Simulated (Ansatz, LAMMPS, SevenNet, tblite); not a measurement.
## Ladder of methods for the lattice constant a of zinc-blende HgSe

Reference value: 6.085 Å (measured, 293 K, not corrected to a static lattice; as tabulated in Cardona et al. (2009), arXiv:0908.2634).

```csv
level (code),value (Å),difference (%)
Stillinger–Weber CdTeZnSeHgS0.sw (LAMMPS),6.084,-0.02
IPEA1-xTB (tblite),6.053,-0.53
SevenNet-l3i5,6.277,+3.16
LDA (Ansatz),6.063,-0.36
PBE (Ansatz),6.260,+2.88
revPBE (Ansatz),6.328,+3.99
RPBE (Ansatz),6.354,+4.42
PBE-D3(BJ) (Ansatz),6.172,+1.43
PBEsol-D3(BJ) (Ansatz),6.067,-0.30
B3LYP (VWN-RPA form) (Ansatz),6.305,+3.62
PBE0 (Ansatz),6.174,+1.46
Hartree–Fock (Ansatz),6.311,+3.71
```

Leaving aside Stillinger–Weber CdTeZnSeHgS0.sw (doubt noted below), IPEA1-xTB (doubt noted below): The reference is not for a static lattice or low temperature, so close values are not ranked against it. Off by more than 1.25 %, or 1.75 % on the side where a correction would as a rule narrow the miss (bounds picked here): RPBE (+4.42 %), revPBE (+3.99 %), Hartree–Fock (+3.71 %), B3LYP (VWN-RPA form) (+3.62 %), SevenNet-l3i5 (+3.16 %), PBE (+2.88 %), PBE0 (+1.46 %), PBE-D3(BJ) (+1.43 %).

The reference isn't brought to a static lattice, while the calculations are for one, so the differences are not the levels' errors alone. A static lattice is as a rule a little smaller than the measured one.  Density-functional levels without +SOC have no spin–orbit coupling. Stillinger–Weber CdTeZnSeHgS0.sw: the potential file covers more elements than this solid holds. IPEA1-xTB: this parameter set was refitted to ionisation energies, not structures. IPEA1-xTB: the run uses a supercell at the zone centre in place of a k mesh. revPBE, RPBE, B3LYP (VWN-RPA form), Hartree–Fock: the cell is over a tenth larger than the published one: the level's own overestimate first of all, though another phase or state, or a fault of the published cell, is possible. Cutoffs and k meshes differ between the levels. Ansatz's density-functional and Hartree–Fock values are scalar-relativistic unless marked +SOC, with PAW data made under PBE.

Empirical potentials (Stillinger–Weber CdTeZnSeHgS0.sw) are fitted to chosen data: where that held the value shown, agreement is built in, and what lay outside the fit can be far off. Machine-learned potentials (SevenNet-l3i5) are trained on DFT data: a solid inside that data is no test of them.

Differences are worked out from the printed values.

Ansatz is an electronic-structure program.
